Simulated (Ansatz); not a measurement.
```yaml
crystal:
  periodic: [false, false, false]
  atoms:
    - {symbol: F, position_ang: [1.344015, 1.052019, 0.411552]}
    - {symbol: C, position_ang: [0.428688, 0.104453, 0.492362]}
    - {symbol: Cl, position_ang: [0.427201, -0.766467, 1.944456]}
    - {symbol: C, position_ang: [-0.414770, -0.125704, -0.507625]}
    - {symbol: F, position_ang: [-1.329936, -1.073433, -0.426915]}
    - {symbol: Cl, position_ang: [-0.413098, 0.745031, -1.959831]}
basis:
  gaussian: {orbitals: def2-mTZVP}
hamiltonian: {xc: {name: r2SCAN50}, dispersion: d4}
scf: {lower_state_search: off}
```

```sh
$ ansatz run in.yaml --threads 4 --pin off --events-out ev --progress --plain --max-ram 10444MiB
```

It prints (some lines left out):

```
Functional definition: r2SCAN50
1242 factors; their error is unknown
mean field evaluation 1: about -32545.9660 eV, gradient 2.5e1 eV
mean field evaluation 2: about -32546.3730 eV, gradient 2.2e1 eV
mean field evaluation 4: about -32546.9575 eV, gradient 9.2e-1 eV
mean field evaluation 8: about -32547.2905 eV, gradient 4.8e-2 eV
mean field evaluation 16: about -32547.2905 eV, gradient 6.3e-6 eV
mean field -32547.29046566 eV, -1196.0908632671 hartree, gradient 5.2e-6 eV, S^2 0.000000; 0 other end points of the search recorded, 0 dependent functions left out
reference -32547.29047033 eV, -1196.0908634389 hartree; 32, 32 occupied and 88, 88 virtual orbitals, 1242 factors
Total energy: -32547.34310929 eV, -1196.0927978849 hartree
Checks for a lower state left out: stability, starts, cluster_reference, orbital_swaps, neighbouring_geometries, increment
```

Run time 1.2 s (4 threads of an Arm Neoverse V2 on a shared host); peak host memory 0.25 GiB.
